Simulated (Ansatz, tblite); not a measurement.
Cost and result up the ladder for the cluster Al₃H₃ (6 atoms). Charge 0, multiplicity 1. Geometry: PBE-D4/def2-TZVP.

Cartesian coordinates in Å:
```
Al -0.724 -0.476 -1.097
Al 1.247 -1.597 -0.128
Al 0.191 0.040 1.384
H 0.892 0.350 -0.404
H -1.632 0.376 -2.127
H 0.025 1.307 2.373
```

Ansatz on 4 threads of Arm Neoverse V2 on a shared host; xTB runs through tblite on one thread. Times are rough, summed over both states, and most runs start from the orbitals of an earlier one. No level here is sound enough to serve as a yardstick. The other state is a triplet.

The xTB rows come from tblite. The structure comes from a short search, and lower isomers may exist.

xTB has no spin-polarisation term.

| level | functions | wall time | vertical triplet (eV) | remarks |
| --- | --- | --- | --- | --- |
| GFN1-xTB | 33 | 0.008 s | 4.07 | – |
| GFN2-xTB | 30 | 0.009 s | 1.86 | – |
| PBE-D4/def2-TZVP (with forces) | 129 | 4.1 s | 1.72 | – |
| PBE0-D4/def2-TZVP | 129 | 6.2 s | 1.71 | restricted SCF unstable in HF (singlet) |
| r2SCAN-D4/def2-TZVP | 129 | 10 s | 1.62 | restricted SCF unstable in HF (singlet) |
